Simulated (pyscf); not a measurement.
Thermochemistry of product channels of HC≡CH + H₂C=C=CH₂ on the singlet surface, in eV, from CCSD(T)/def2-TZVPP + ΔMP2(QZVPP) energies (ideal gas, 1 atm, RRHO with modes under 100 cm⁻¹ raised to 100, one conformer, R ln 2 for rigid chiral ones). PySCF, gas phase, ωB97X-D3(BJ)/def2-SVP geometries. Correlated levels are frozen-core, on RHF or UHF. ΔMP2 is the change of the MP2 total energy from the triple- to the quadruple-zeta basis.

```csv
products,ΔE,ΔH(298 K),ΔG(298 K),ΔG(600 K)
HC≡C–CH₂–CH=CH₂,[?],-1.47,-1.06,-0.64
cyclic C₅H₆ (SMILES C=C1C=CC1),[?],-1.75,-1.27,-0.77
```

Problem. Complete the blanks.

Solution. 
- HC≡C–CH₂–CH=CH₂, ΔE: -1.62
- cyclic C₅H₆ (SMILES C=C1C=CC1), ΔE: -1.92

The channel to HC≡C–CH₂–CH=CH₂ turns unfavourable between 298 and 1200 K (ΔG from -1.06 eV to +0.19 eV). The channel to cyclic C₅H₆ (SMILES C=C1C=CC1) turns unfavourable between 298 and 1200 K (ΔG from -1.27 eV to +0.23 eV).

These are energies of the channels, which say nothing of barriers. The CCSD(T) − MP2 part came from Ansatz, without density fitting, on the same reference.
